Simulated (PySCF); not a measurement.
Gas-phase reaction: 4 BHF2 ⇌ 2 BH2F + F2 + 2 BF2

Energies from PySCF, thermal terms from the rigid-rotor harmonic-oscillator model, ideal gas at 1 bar. † marks an energy on the PBE0/def2-TZVP geometry and frequencies; other levels use their own. CCSD(T) freezes the core. 6-31G* has spherical d functions here. Open shells (unrestricted): BF2 (multiplicity 2); the rest are closed-shell singlets. B3LYP is the form with VWN-RPA correlation. BH2F: computed as isolated molecules; such fragments, hydroxides, amides, oligomers or adducts are transient or little studied in the gas. CCSD(T) isn't extrapolated to the basis-set limit; its ΔH°(298 K) is 1329.9 kJ in def2-SVP and 1321.1 kJ in def2-TZVPP. The harmonic model lacks anharmonicity and excited electronic states, which grow with temperature; levels with a mode under 35 cm⁻¹ are left out.

| level | ΔE electronic, kJ | ΔH°(298 K), kJ | ΔS°(298 K), J/K | ΔG°(600 K), kJ |
|---|---|---|---|---|
| B3LYP/def2-TZVP† | 1314 | 1295 | 162 | 1197 |
| CCSD(T)/def2-TZVPP† | 1340 | 1321 | 162 | 1223 |
| HF/6-31G* | 1312 | 1291 | 163 | 1192 |
| M06-2X/def2-TZVP† | 1350 | 1331 | 162 | 1233 |
| PBE/def2-TZVP† | 1278 | 1259 | 162 | 1161 |
| PBE0/def2-SVP† | 1344 | 1325 | 162 | 1227 |
| PBE0/def2-TZVP | 1316 | 1297 | 162 | 1199 |
| ωB97M-V/def2-TZVP† | 1352 | 1333 | 162 | 1235 |
ΔH° is lowest at PBE/def2-TZVP† and highest at ωB97M-V/def2-TZVP†. No reference value is set beside these.
